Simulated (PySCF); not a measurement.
## Si: ionisation energy

Si [Ne] 3s2 3p2 (3P) → Si⁺ [Ne] 3s2 3p1 (2P), as a difference of total energies. Calculation: PySCF 2.14, in pcseg-2; the non-relativistic Hamiltonian (point nucleus). Correlated levels: valence: [Ne] frozen. The calculations carry no spin-orbit coupling.

```
           method  ionisation energy (eV)
              UHF                   7.635
             PBE0                   8.225
            B3LYP                   8.118
    MP2 (valence)                   7.907
SCS-MP2 (valence)                   7.838
   CCSD (valence)                   7.904
CCSD(T) (valence)                   7.925
```

**Question.** How much does correlation contribute at CCSD(T) (valence)?

**Answer.** 7.925 − (7.635) = 0.290 eV, measured against UHF.

Errors of the correlated levels include the incompleteness of this basis and the frozen core.

For comparison: 8.157 eV (measured; NIST levels, between the centres of gravity of the two terms).
